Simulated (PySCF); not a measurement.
Atomic charges against the basis set

Compound: C₂H₇Al.
Geometry (PBE0-D3(BJ)/def2-SVP, Å), atoms numbered from 1 in this order:
```
atom  x, y, z in Å
C1    -1.2214   -0.0482    0.5450
C2    -0.1953    0.2598   -0.5444
Al3    1.6840   -0.1771   -0.1747
H4    -2.2473    0.2238    0.2458
H5    -1.0039    0.4963    1.4781
H6    -1.2349   -1.1192    0.8043
H7    -0.2285    1.3324   -0.8189
H8    -0.4626   -0.2571   -1.4872
H9     2.1225   -0.8641    1.1972
H10    2.7961    0.1581   -1.2679
```

PBE0 throughout (PySCF), one geometry, spherical d and f functions. Isolated species at its PBE0-D3(BJ)/def2-SVP geometry (one conformer only). Atoms taken as equivalent share a column and are averaged.

Mulliken charges (e):

```
        basis  functions      C1      C2     Al3  H4/H5/H6   H7/H8  H9/H10
       STO-3G         26  -0.235  -0.352  +0.776    +0.066  +0.046  -0.239
        6-31G         45  -0.463  -0.723  +0.694    +0.165  +0.188  -0.189
     pcSseg-0         45  -0.621  -1.071  +1.018    +0.226  +0.257  -0.259
       6-31G*         60  -0.509  -0.598  +0.447    +0.174  +0.184  -0.115
     def2-SVP         81  -0.065  -0.442  +0.601    +0.042  +0.067  -0.177
      cc-pVDZ         81  -0.076  -0.307  +0.349    +0.045  +0.060  -0.110
     pcSseg-1         93  -0.272  -0.659  +0.785    +0.113  +0.137  -0.234
6-311+G(2d,p)        131  -0.465  -0.640  +0.638    +0.141  +0.159  -0.137
  aug-cc-pVDZ        136  +0.393  +0.043  +0.098    -0.142  -0.124  +0.071
    def2-TZVP        141  -0.354  -0.432  +0.375    +0.121  +0.127  -0.102
     IGLO-III        184  -0.325  -0.571  +0.780    +0.114  +0.133  -0.246
      cc-pVTZ        192  -0.290  -0.290  +0.320    +0.099  +0.093  -0.111
```

IAO charges (e):

| basis | functions | C1 | C2 | Al3 | H4/H5/H6 | H7/H8 | H9/H10 |
| --- | --- | --- | --- | --- | --- | --- | --- |
| STO-3G | 26 | -0.388 | -0.619 | +0.998 | +0.122 | +0.116 | -0.296 |
| 6-31G | 45 | -0.413 | -0.613 | +0.666 | +0.138 | +0.150 | -0.178 |
| pcSseg-0 | 45 | -0.405 | -0.633 | +0.697 | +0.137 | +0.151 | -0.186 |
| 6-31G* | 60 | -0.393 | -0.615 | +0.730 | +0.132 | +0.142 | -0.201 |
| def2-SVP | 81 | -0.383 | -0.614 | +0.752 | +0.128 | +0.140 | -0.210 |
| cc-pVDZ | 81 | -0.394 | -0.613 | +0.729 | +0.131 | +0.143 | -0.201 |
| pcSseg-1 | 93 | -0.394 | -0.624 | +0.752 | +0.131 | +0.143 | -0.207 |
| 6-311+G(2d,p) | 131 | -0.409 | -0.634 | +0.758 | +0.136 | +0.147 | -0.209 |
| aug-cc-pVDZ | 136 | -0.406 | -0.623 | +0.737 | +0.135 | +0.146 | -0.203 |
| def2-TZVP | 141 | -0.408 | -0.635 | +0.762 | +0.136 | +0.147 | -0.210 |
| IGLO-III | 184 | -0.409 | -0.636 | +0.764 | +0.137 | +0.147 | -0.211 |
| cc-pVTZ | 192 | -0.409 | -0.633 | +0.754 | +0.136 | +0.147 | -0.208 |

Hirshfeld charges (e):

```
        basis  functions      C1      C2     Al3  H4/H5/H6   H7/H8  H9/H10
       STO-3G         26  -0.050  -0.164  +0.585    +0.006  -0.006  -0.188
        6-31G         45  -0.100  -0.204  +0.478    +0.032  +0.030  -0.166
     pcSseg-0         45  -0.106  -0.203  +0.513    +0.030  +0.026  -0.174
       6-31G*         60  -0.100  -0.206  +0.477    +0.033  +0.033  -0.167
     def2-SVP         81  -0.115  -0.214  +0.513    +0.035  +0.031  -0.175
      cc-pVDZ         81  -0.112  -0.210  +0.503    +0.034  +0.031  -0.173
     pcSseg-1         93  -0.120  -0.217  +0.521    +0.035  +0.030  -0.175
6-311+G(2d,p)        131  -0.121  -0.221  +0.520    +0.036  +0.031  -0.174
  aug-cc-pVDZ        136  -0.128  -0.225  +0.520    +0.038  +0.033  -0.174
    def2-TZVP        141  -0.123  -0.221  +0.513    +0.037  +0.033  -0.173
     IGLO-III        184  -0.128  -0.223  +0.515    +0.037  +0.033  -0.171
      cc-pVTZ        192  -0.123  -0.221  +0.512    +0.037  +0.033  -0.173
```

Which scheme is steadiest as the basis changes?

Largest range over the bases for any column: Hirshfeld 0.11 e, IAO 0.33 e, Mulliken 1.11 e. Hirshfeld charges move least and Mulliken charges most, counted in e. Without the minimal STO-3G basis the ranges are Hirshfeld 0.04, IAO 0.10, Mulliken 1.11 e.

How much do the charges still move between the two largest bases, IGLO-III and cc-pVTZ?

At most, over all atoms: Mulliken 0.460 e, IAO 0.009 e, Hirshfeld 0.005 e.

What do the same runs give for the total energy, the frontier levels and the dipole moment?

```json
{"basis": "STO-3G", "energy (Eh)": "-318.7671", "HOMO (eV)": "-5.22", "LUMO (eV)": "4.36", "μ (D)": "0.18"}
{"basis": "6-31G", "energy (Eh)": "-322.5584", "HOMO (eV)": "-7.46", "LUMO (eV)": "-1.36", "μ (D)": "0.75"}
{"basis": "pcSseg-0", "energy (Eh)": "-322.1575", "HOMO (eV)": "-7.77", "LUMO (eV)": "-1.45", "μ (D)": "0.73"}
{"basis": "6-31G*", "energy (Eh)": "-322.5902", "HOMO (eV)": "-7.40", "LUMO (eV)": "-1.24", "μ (D)": "0.74"}
{"basis": "def2-SVP", "energy (Eh)": "-322.4765", "HOMO (eV)": "-7.52", "LUMO (eV)": "-1.27", "μ (D)": "0.75"}
{"basis": "cc-pVDZ", "energy (Eh)": "-322.6088", "HOMO (eV)": "-7.47", "LUMO (eV)": "-1.30", "μ (D)": "0.78"}
{"basis": "pcSseg-1", "energy (Eh)": "-322.5919", "HOMO (eV)": "-7.58", "LUMO (eV)": "-1.36", "μ (D)": "0.69"}
{"basis": "6-311+G(2d,p)", "energy (Eh)": "-322.6392", "HOMO (eV)": "-7.55", "LUMO (eV)": "-1.36", "μ (D)": "0.74"}
{"basis": "aug-cc-pVDZ", "energy (Eh)": "-322.6147", "HOMO (eV)": "-7.54", "LUMO (eV)": "-1.38", "μ (D)": "0.77"}
{"basis": "def2-TZVP", "energy (Eh)": "-322.6462", "HOMO (eV)": "-7.53", "LUMO (eV)": "-1.31", "μ (D)": "0.76"}
{"basis": "IGLO-III", "energy (Eh)": "-322.6499", "HOMO (eV)": "-7.54", "LUMO (eV)": "-1.26", "μ (D)": "0.74"}
{"basis": "cc-pVTZ", "energy (Eh)": "-322.6474", "HOMO (eV)": "-7.52", "LUMO (eV)": "-1.31", "μ (D)": "0.77"}
```

The dipole is fixed by the density alone, so its range of 0.60 D shows that the density itself changes with the basis, not only its division among atoms.
